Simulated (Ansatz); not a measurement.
PBE exchange is replaced step by step with exact exchange (0 % is PBE, 25 % PBE0; no dispersion term), basis def2-TZVP, Ansatz. System: Na₂Li. Total charge 0; doublet. Geometry: PBE0/def2-TZVP, each spin state at its own.

The relaxed quartet has other bonds than the doublet, so its gap is one between isomers.

Geometry of the doublet:

```csv
atom,x (Å),y (Å),z (Å)
Li1,1.256,-1.297,-0.846
Na2,-0.357,-0.529,1.556
Na3,-0.899,1.826,-0.710
```

The structure comes from a short search, and lower isomers may exist.

HOMO and LUMO are taken over both spins.

```
exact exchange (%)  HOMO (eV)  LUMO (eV)  gap (eV)   ⟨S²⟩  quartet − doublet (kJ/mol)
                 0      -2.53      -2.07      0.46  0.769                        98.1
                 5      -2.62      -1.98      0.64  0.772                        97.3
                15      -2.79      -1.78      1.01  0.778                        95.6
                25      -2.97      -1.59      1.38  0.785                        94.2
                35      -3.15      -1.40      1.76  0.792                        93.0
                50      -3.43      -1.12      2.31  0.804                        91.4
```

**Question.** Estimate the row for 10 %.

**Answer.** 
| exact exchange (%) | HOMO (eV) | LUMO (eV) | gap (eV) | ⟨S²⟩ | quartet − doublet (kJ/mol) |
| --- | --- | --- | --- | --- | --- |
| 10 | -2.71 | -1.88 | 0.83 | 0.775 | 96.4 |
